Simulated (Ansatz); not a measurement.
Density of states of Ta$_{3}$Ru (Cmmm, a = 3.310 Å, b = 4.671 Å, c = 8.740 Å, α = 90.00°, β = 90.00°, γ = 90.00°), in states per eV and primitive cell, averaged over bins of 0.3 eV. Level of theory: DFT r2SCAN, scalar-relativistic, plane waves, PAW (Ansatz 0.2.0).

Settings: cutoff 500 eV, Γ-centred mesh 16×16×6 on the computed 4-atom cell, Gaussian smearing of 0.10 eV; no spin polarisation.

The cell is relaxed at this level. The states (both spins) are summed by tetrahedra on a 24×24×9 mesh at the self-consistent density. Energies are bin centres; the table starts no lower than −8 eV and ends at 6 eV, or lower where the solved bands end.

It is a metal at this level.

| E − E_F (eV) | total | Ta 5d | Ru 4d | Ta 6s | Ru 5s |
| --- | --- | --- | --- | --- | --- |
| -7.90 | 0.19 | 0.00 | 0.00 | 0.14 | 0.03 |
| -7.60 | 0.23 | 0.00 | 0.00 | 0.16 | 0.04 |
| -7.30 | 0.29 | 0.01 | 0.00 | 0.20 | 0.06 |
| -7.00 | 0.35 | 0.01 | 0.00 | 0.24 | 0.07 |
| -6.70 | 0.41 | 0.02 | 0.01 | 0.27 | 0.08 |
| -6.40 | 0.50 | 0.03 | 0.01 | 0.32 | 0.09 |
| -6.10 | 0.60 | 0.06 | 0.02 | 0.37 | 0.10 |
| -5.80 | 0.70 | 0.09 | 0.05 | 0.41 | 0.11 |
| -5.50 | 1.00 | 0.19 | 0.13 | 0.49 | 0.15 |
| -5.20 | 2.65 | 0.80 | 0.84 | 0.68 | 0.23 |
| -4.90 | 3.20 | 1.09 | 1.24 | 0.54 | 0.25 |
| -4.60 | 3.76 | 1.32 | 1.62 | 0.53 | 0.20 |
| -4.30 | 4.13 | 1.58 | 1.79 | 0.51 | 0.15 |
| -4.00 | 3.61 | 1.67 | 1.31 | 0.44 | 0.10 |
| -3.70 | 4.40 | 1.96 | 1.93 | 0.37 | 0.05 |
| -3.40 | 4.42 | 2.03 | 2.11 | 0.13 | 0.05 |
| -3.10 | 3.96 | 1.75 | 1.90 | 0.16 | 0.05 |
| -2.80 | 4.17 | 2.09 | 1.77 | 0.19 | 0.02 |
| -2.50 | 4.21 | 1.99 | 1.93 | 0.17 | 0.02 |
| -2.20 | 2.96 | 1.79 | 0.96 | 0.09 | 0.03 |
| -1.90 | 4.55 | 2.94 | 1.24 | 0.16 | 0.06 |
| -1.60 | 4.81 | 3.41 | 1.04 | 0.14 | 0.05 |
| -1.30 | 5.28 | 3.80 | 0.97 | 0.20 | 0.08 |
| -1.00 | 5.25 | 3.58 | 1.03 | 0.28 | 0.11 |
| -0.70 | 4.28 | 3.01 | 0.68 | 0.24 | 0.10 |
| -0.40 | 3.56 | 2.45 | 0.65 | 0.18 | 0.05 |
| -0.10 | 3.63 | 2.13 | 1.10 | 0.13 | 0.04 |
| 0.20 | 3.74 | 2.02 | 1.30 | 0.13 | 0.08 |
| 0.50 | 3.94 | 2.27 | 1.23 | 0.15 | 0.06 |
| 0.80 | 2.76 | 1.56 | 0.78 | 0.12 | 0.04 |
| 1.10 | 2.13 | 1.32 | 0.53 | 0.07 | 0.02 |
| 1.40 | 1.95 | 1.35 | 0.41 | 0.06 | 0.02 |
| 1.70 | 1.87 | 1.33 | 0.40 | 0.05 | 0.02 |
| 2.00 | 2.03 | 1.56 | 0.34 | 0.05 | 0.02 |
| 2.30 | 2.47 | 1.84 | 0.46 | 0.05 | 0.03 |
| 2.60 | 2.61 | 2.01 | 0.41 | 0.06 | 0.03 |
| 2.90 | 2.85 | 2.21 | 0.40 | 0.07 | 0.05 |
| 3.20 | 3.99 | 3.19 | 0.46 | 0.11 | 0.09 |
| 3.50 | 4.42 | 3.79 | 0.35 | 0.11 | 0.05 |

The columns after the total are the main Löwdin projections on the occupied valence shells of the potentials; 2 others are left out. The rest of the total lies in those, in shells that are empty in the free atom, which aren't projected, and between the atoms.

Spin-orbit coupling is left out, which matters for the bands of heavy elements.

Whether Ta3Ru exists in this form wasn't checked.